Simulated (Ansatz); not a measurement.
PbO (Pbcm, No. 57), treated with PBEsol (plane waves, PAW; Ansatz, a program for electronic structure).

Numerical settings: plane-wave cutoff 520 eV, 8×6×6 k mesh (along the axes of the cell as run), Fermi–Dirac smearing 0.01 eV, scalar-relativistic PAW data made under PBE.

Results at a series of volumes:

| V (Å³/atom) | E − E_lowest (meV/atom) | P (GPa) |
|---|---|---|
| 18.605 | 2.07 | 0.921 |
| 18.992 | 0.49 | 0.412 |
| 19.380 | 0.00 | 0.012 |
| 19.768 | 0.37 | -0.302 |
| 20.155 | 1.39 | -0.536 |

Question: Fit the third-order Birch–Murnaghan equation and give B0 and B′.

Answer: V0 = 19.390 Å³/atom, B0 = 17.5 GPa, B′ = 11.8 (fit to the energies at full precision).

Shape and atoms are relaxed at each volume.

Note: the bulk modulus comes from volumes at which shape and atoms were relaxed; the cell has widely spaced layers and the level no dispersion term, so their spacing and the moduli can rest on weak binding.

Spin–orbit coupling is not included; it can shift volumes and moduli of such heavy elements.

Computed values are for the static lattice.

The result took roughly 29 core-minutes.
